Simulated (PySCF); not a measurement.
System: HClO, triplet: collinear O-H-Cl surface. Scanned: O-H distance and H-Cl distance.

Cartesian coordinates as functions of the variables (Å; names that start with a are angles):
```
O  0  0  -r1
H  0  0  0
Cl  0  0  r2
```

Level of theory: unrestricted M06-2X/cc-pVDZ (PySCF).

Energy in eV above the lowest grid point; x is the O-H distance (Å), y the H-Cl distance (Å).

| y \ x | 0.82 | 0.89 | 0.97 | 1.05 | 1.13 | 1.23 | 1.34 | 1.46 | 1.60 | 1.79 | 2.04 | 2.38 | 2.81 |
|---|---|---|---|---|---|---|---|---|---|---|---|---|---|
| 3.71 | 1.082 | 0.419 | 0.184 | 0.285 | 0.581 | 1.094 | 1.738 | 2.448 | 3.182 | 3.865 | 4.264 | 4.460 | 4.644 |
| 3.14 | 1.060 | 0.398 | 0.164 | 0.265 | 0.560 | 1.073 | 1.715 | 2.422 | 3.153 | 3.820 | 4.203 | 4.400 | 4.494 |
| 2.69 | 1.042 | 0.379 | 0.144 | 0.244 | 0.538 | 1.048 | 1.686 | 2.388 | 3.095 | 3.691 | 4.045 | 4.234 | 4.328 |
| 2.37 | 1.057 | 0.393 | 0.155 | 0.253 | 0.543 | 1.048 | 1.679 | 2.346 | 2.942 | 3.465 | 3.767 | 3.936 | 4.026 |
| 2.11 | 1.152 | 0.479 | 0.232 | 0.318 | 0.597 | 1.086 | 1.629 | 2.158 | 2.631 | 3.009 | 3.097 | 3.237 | 3.324 |
| 1.92 | 1.333 | 0.641 | 0.362 | 0.404 | 0.623 | 1.002 | 1.429 | 1.827 | 2.112 | 2.201 | 2.305 | 2.406 | 2.493 |
| 1.77 | 1.518 | 0.780 | 0.445 | 0.424 | 0.570 | 0.844 | 1.155 | 1.432 | 1.499 | 1.550 | 1.621 | 1.701 | 1.779 |
| 1.63 | 1.778 | 0.972 | 0.556 | 0.448 | 0.502 | 0.659 | 0.851 | 0.960 | 0.938 | 0.944 | 0.979 | 1.038 | 1.108 |
| 1.50 | 2.167 | 1.275 | 0.757 | 0.545 | 0.492 | 0.521 | 0.590 | 0.565 | 0.486 | 0.443 | 0.441 | 0.481 | 0.542 |
| 1.38 | 2.775 | 1.775 | 1.133 | 0.796 | 0.622 | 0.517 | 0.465 | 0.361 | 0.220 | 0.122 | 0.085 | 0.106 | 0.160 |
| 1.28 | 3.594 | 2.476 | 1.700 | 1.235 | 0.944 | 0.717 | 0.559 | 0.412 | 0.215 | 0.069 | 0.000 | 0.006 | 0.053 |
| 1.18 | 4.870 | 3.603 | 2.663 | 2.047 | 1.626 | 1.266 | 0.997 | 0.787 | 0.565 | 0.365 | 0.265 | 0.256 | 0.296 |
| 1.09 | 6.623 | 5.194 | 4.078 | 3.306 | 2.754 | 2.265 | 1.892 | 1.605 | 1.383 | 1.132 | 1.001 | 0.979 | 1.013 |

Points that lie below all their neighbours on the grid: x = 2.04, y = 1.28 (0.000 eV); x = 0.97, y = 2.69 (0.144 eV). The lowest path on the grid from the first to the second passes x = 1.23, y = 1.38 at 0.517 eV.
